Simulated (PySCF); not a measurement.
# [SO2]2+: triplet, from a end-on start

The task is one start of a wider search on [SO2]2+: the triplet, from a end-on start. It is relaxed, tested by its Hessian and followed downhill if it is a saddle.

Program: PySCF 2.14.0. Level of theory: PBE0, basis S def2-TZVP, O def2-TZVP, no relativity, density fitting. These are calculated values, not measurements.

## (1) Where the work starts

3 atoms, charge 2, spin multiplicity 3.

Bond lengths: S1–O2 1.710 Å, O2–O3 1.445 Å. Angles: S1–O2–O3 119.9°.

```xyz
3
charge 2 multiplicity 3
S     0.0000    0.0000    0.0000
O     0.0000    0.0000    1.7098
O     1.2528    0.0000    2.4298
```

## (2) First SCF at the start

The steps below are one call of a driver around PySCF. For each, scf.py gives the equivalent set-up of the SCF; relaxations use the driver's own optimiser. After this first run the driver tries any further starts and a stability analysis.

scf.py

```python
from pyscf import gto, scf, dft
mol = gto.M(atom='''
S      0.000000     0.000000     0.000000
O      0.000000     0.000000     1.709800
O      1.252800     0.000000     2.429800''',
    basis={'S': 'def2-TZVP', 'O': 'def2-TZVP'},
    charge=2, spin=2)
mf = dft.UKS(mol, xc='PBE0')
mf.grids.atom_grid = (50, 194)
aux = {'S': 'def2-universal-JKFIT', 'O': 'def2-universal-JKFIT'}
mf = mf.density_fit(auxbasis=aux)
mf.conv_tol = 1e-08
mf.diis_space = 10
mf.max_cycle = 60
mf.init_guess = 'minao'
mf.verbose = 4
mf.kernel()
```

Launch:

```bash
OMP_NUM_THREADS=2 python axn.py task.json out
```

The program printed:

```text
init E= -548.261756234395
[... the frontier-level lines of each cycle are left out ...]
cycle= 1 E= -546.853451804299  delta_E= 1.41  |g|= 0.591  |ddm|= 1.26
cycle= 2 E= -543.38189941074  delta_E= 3.47  |g|= 2.21  |ddm|= 1.89
cycle= 3 E= -547.002894943965  delta_E= -3.62  |g|= 0.458  |ddm|= 1.62
cycle= 4 E= -547.09011290946  delta_E= -0.0872  |g|= 0.0789  |ddm|= 0.216
cycle= 5 E= -547.088650519351  delta_E= 0.00146  |g|= 0.157  |ddm|= 0.168
cycle= 6 E= -547.09969125255  delta_E= -0.011  |g|= 0.0293  |ddm|= 0.0778
cycle= 7 E= -547.102408877433  delta_E= -0.00272  |g|= 0.0192  |ddm|= 0.0705
cycle= 8 E= -547.103847940601  delta_E= -0.00144  |g|= 0.00932  |ddm|= 0.0804
cycle= 9 E= -547.103944293662  delta_E= -9.64e-05  |g|= 0.00176  |ddm|= 0.0177
cycle= 10 E= -547.103950099387  delta_E= -5.81e-06  |g|= 0.000902  |ddm|= 0.0036
cycle= 11 E= -547.103951919633  delta_E= -1.82e-06  |g|= 0.000379  |ddm|= 0.00241
cycle= 12 E= -547.103952323818  delta_E= -4.04e-07  |g|= 0.00011  |ddm|= 0.00131
cycle= 13 E= -547.103952355955  delta_E= -3.21e-08  |g|= 4.97e-05  |ddm|= 0.000385
cycle= 14 E= -547.103952358764  delta_E= -2.81e-09  |g|= 9.78e-06  |ddm|= 8.75e-05
Extra cycle  E= -547.103952358946  delta_E= -1.82e-10  |g|= 1.1e-05  |ddm|= 2.18e-05
converged SCF energy = -547.103952358946  <S^2> = 2.277161  2S+1 = 3.1794094
```

This step, with its further starts and checks, needed 12 s of wall time on 2 threads of Arm Neoverse V2, shared host.

The starts that the driver tried:

```csv
start,energy (Eh)
the minimal-basis guess,-547.103952
a thermally smeared density,-547.125853
a smeared PBE density,-547.125853
```

This is not the lowest solution: one lies 57.5 kJ/mol lower, at -547.12585 Eh, and the relaxation starts from that.

## (3) End-on start, triplet: relaxation

The program finds Cs symmetry in the start, which this walk keeps.

scf.py: that of step 2 with these lines changed.

```diff
@@ -3,3 +3,3 @@
-S      0.000000     0.000000     0.000000
-O      0.000000     0.000000     1.709800
-O      1.252800     0.000000     2.429800''',
+S     -0.313287     0.000000    -1.035187
+O     -0.313287     0.000000     0.674613
+O      0.939513     0.000000     1.394613''',
@@ -15 +14,0 @@
-mf.init_guess = 'minao'
```

Steps of the walk:

```csv
step,energy (Eh),change (kJ/mol),largest symmetric gradient (Eh/bohr)
0,-547.125853,0.00,0.07998
1,-547.153043,-71.38,0.02075
2,-547.153716,-73.15,0.00714
3,-547.153852,-73.51,0.00231
4,-547.153866,-73.55,0.00095
5,-547.153869,-73.56,0.00015
6,-547.153869,-73.56,0.00001
```

The walk took 12 s.

End point (Cs, 6 steps, 73.6 kJ/mol gained): O–O 1.226 Å, S–O 1.655 Å; O–O–S 128.8°.

## (4) Vibrations and properties at this point

On the finer grid the gradient is checked again; gradients at displacements of ±0.02 bohr then give force constants and infrared intensities.

scf.py: that of step 3 with these lines changed.

```diff
@@ -3,3 +3,3 @@
-S     -0.313287     0.000000    -1.035187
-O     -0.313287     0.000000     0.674613
-O      0.939513     0.000000     1.394613''',
+S     -0.324466     0.000000    -0.995716
+O     -0.184068     0.000000     0.652979
+O      0.832640     0.000000     1.337348''',
@@ -9 +9 @@
-mf.grids.atom_grid = (50, 194)
+mf.grids.atom_grid = (75, 302)
@@ -12 +12 @@
-mf.conv_tol = 1e-08
+mf.conv_tol = 1e-10
```

The driver hands on the density of the step before, so the log starts near convergence.

SCF at the final geometry:

```text
init E= -547.153892169631
[... the frontier-level lines of each cycle are left out ...]
cycle= 1 E= -547.153892169621  delta_E= 9.44e-12  |g|= 5.27e-06  |ddm|= 5.47e-06
Extra cycle  E= -547.153892169571  delta_E= 5.01e-11  |g|= 1.17e-05  |ddm|= 1.13e-05
converged SCF energy = -547.153892169571  <S^2> = 2.606337  2S+1 = 3.3801402
```

The whole step took 42 s.

Geometry: Cs; O–O 1.226 Å, S–O 1.655 Å; O–O–S 128.8°.

Harmonic modes (main isotopes):

```tsv
symmetry	ω (cm⁻¹)	IR (km/mol)
a'	381	2.2
a'	537	13.1
a'	1223	27.0
```

Every mode is real; the point is a minimum.

Properties at this point:

```
Dipole moment about the centre of mass                          : 2.24 D
Highest occupied level                                          : -25.52 eV
Lowest empty level                                              : -21.37 eV
Rotational constants                                            : 4.12, 0.216, 0.2053 cm⁻¹
Zero-point energy                                               : 12.8 kJ/mol
Principal polarisabilities                                      : 12.1, 13.8, 37.1 bohr³
Principal traceless quadrupole moments about the centre of mass : -8.08, -7.05, 15.13 D Å
Entropy at 298.15 K and 1 bar (electronic part: spin only)      : 267.6 J/(mol K)
Heat capacity Cp at 298.15 K                                    : 45.3 J/(mol K)
Enthalpy at 298.15 K above 0 K                                  : 11.34 kJ/mol
Rotational symmetry number                                      : 1
Spin squared ⟨S²⟩                                               : 2.606
```

Charges (e) and bond orders:

```csv
atom,Mulliken,Löwdin,polar tensor,spin (Mulliken),Mayer order to S1
S1,1.23,1.29,1.32,0.32,–
O2,0.25,0.18,0.11,0.31,1.16
O3,0.52,0.53,0.58,1.37,0.28
```

Outer orbital energies (eV). α occupied: -43.88, -36.79, -33.06, -32.92, -32.63, -27.58, -26.62, -25.75; empty: -20.86, -17.87, -12.30, -7.34. β occupied: -182.35, -52.67, -42.24, -35.29, -31.65, -31.01, -30.69, -25.52; empty: -21.37, -20.60, -20.12, -17.02.

Mulliken populations on S1: s 5.97, p 8.64, d 0.13, f 0.02.

## (5) Summary of results

```
                                          quantity                                   value
                                           minimum                             triplet, Cs
                                          geometry  O–O 1.226 Å, S–O 1.655 Å; O–O–S 128.8°
                                wavenumbers (cm⁻¹)           381 (a'), 537 (a'), 1223 (a')
                    dipole moment (centre of mass)                                  2.24 D
highest occupied, lowest empty level (either spin)                       -25.52, -21.37 eV
                         polar-tensor charge of S1                                 +1.32 e
                                 zero-point energy                             12.8 kJ/mol
                               entropy at 298.15 K                         267.6 J/(mol K)
                                              ⟨S²⟩                                   2.606
```

The molecule stays Cs, as typed, and the end point is a minimum. The determinant is spin-contaminated (⟨S²⟩ = 2.61 against 2.00), so it is no pure spin state. The strongest infrared band lies at 1223 cm⁻¹ (a'). The first SCF alone would have been 58 kJ/mol too high. Only this shape and spin were tried, so other structures or states may lie lower.

The search up to here took 66 s.
